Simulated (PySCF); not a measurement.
**Atomization energy of O3, singlet, from cheap to dear**

Geometry (MP2(full)/6-31G*, from the G2/97 set):

```
atom   x (Å)    y (Å)    z (Å)
   O  0.0000   1.1038  -0.2285
   O  0.0000   0.0000   0.4571
   O  0.0000  -1.1038  -0.2285
```

Measured, as an electronic atomization energy: 614.3 kJ/mol (G2/97 heats of formation of molecule and atoms, with zero-point and thermal terms from B3LYP taken off; Curtiss et al., J. Chem. Phys. 106, 1063 (1997), Staroverov et al., J. Chem. Phys. 119, 12129 (2003)). The measured value holds scalar relativity and spin–orbit coupling, which all computed ones lack, and core correlation, which the wave-function levels lack. Atoms are taken at the same level; beside RHF, RMP2 and RCC rows of closed shells they are unrestricted. PySCF 2.14.0; the 6-31G* set has Cartesian d functions; a miss is computed less measured; times are wall times on shared hosts and scatter by a factor of two or so; they hold the correlated step alone (with one SCF for RCCSD(T)), and functionals start from a converged Hartree–Fock density. B3LYP has the VWN-RPA form, and B2PLYP's MP2 part freezes the cores.

```
    level    basis  miss (kJ/mol)  time of the run      hardware
      RHF   STO-3G         -938.7                –             –
      UHF   STO-3G         -583.8                –             –
 UCCSD(T)   STO-3G         -238.2           0.25 s  1 CPU thread
RCCSDT(Q)   STO-3G         -218.7            2.6 s  1 CPU thread
  full CI   STO-3G         -217.2            2.7 s  1 CPU thread
   r2SCAN   STO-3G           81.0            2.4 s  1 CPU thread
    B3LYP   STO-3G           40.4            1.6 s  1 CPU thread
  wB97M-V   STO-3G           53.9             10 s  1 CPU thread
      RHF    6-31G        -1158.4                –             –
      UHF    6-31G         -886.1                –             –
     UMP2    6-31G         -445.8                –             –
 UCCSD(T)    6-31G         -387.2            1.4 s  1 CPU thread
RCCSDT(Q)    6-31G         -354.6             43 s  1 CPU thread
  wB97M-V    6-31G         -229.8             14 s  1 CPU thread
      RHF  cc-pVDZ         -934.9           0.97 s  1 CPU thread
      UHF  cc-pVDZ         -673.1           0.97 s  1 CPU thread
     RMP2  cc-pVDZ          -42.6                –             –
RCCSDT(Q)  cc-pVDZ         -123.8          8.2 min  1 CPU thread
      PBE  cc-pVDZ          155.4              5 s  1 CPU thread
   r2SCAN  cc-pVDZ            8.9            7.3 s  1 CPU thread
  wB97M-V  cc-pVDZ          -36.7             19 s  1 CPU thread
   B2PLYP  cc-pVDZ          -98.9            3.6 s  1 CPU thread
      RHF   6-31G*         -912.9            1.2 s  1 CPU thread
      UHF   6-31G*         -656.3            1.2 s  1 CPU thread
     RMP2   6-31G*          -11.9                –             –
     UMP2   6-31G*         -170.9                –             –
 UCCSD(T)   6-31G*         -144.2             10 s  1 CPU thread
      PBE   6-31G*          168.6            4.8 s  1 CPU thread
   r2SCAN   6-31G*           20.8            7.8 s  1 CPU thread
   B2PLYP   6-31G*          -82.1              4 s  1 CPU thread
      UHF  cc-pVTZ         -636.2             12 s  1 CPU thread
     RMP2  cc-pVTZ           52.1                –             –
 RCCSD(T)  cc-pVTZ          -63.0             26 s  1 CPU thread
 UCCSD(T)  cc-pVTZ          -88.9          3.3 min  1 CPU thread
   r2SCAN  cc-pVTZ           21.4             23 s  1 CPU thread
    B3LYP  cc-pVTZ          -22.9             11 s  1 CPU thread
  wB97M-V  cc-pVTZ          -27.2             43 s  1 CPU thread
   B2PLYP  cc-pVTZ          -63.3             12 s  1 CPU thread
      RHF  cc-pVQZ         -890.9                –             –
      UHF  cc-pVQZ         -632.9                –             –
```

HF's time is that of a plain UHF run. A dash: the level came out of a higher level's run.

A composite of the best parts (restricted reference, at this geometry, which isn't the minimum of the high levels):

```tsv
part	kJ/mol
Hartree–Fock limit (T, Q; exp(−5.46 √X))	-275.71
CCSD(T) correlation limit (T, Q; X⁻³)	871.28
CCSDT − CCSD(T) (DZ)	-0.82
(Q) (DZ)	20.00
sum	614.8
sum less measured	0.5
```
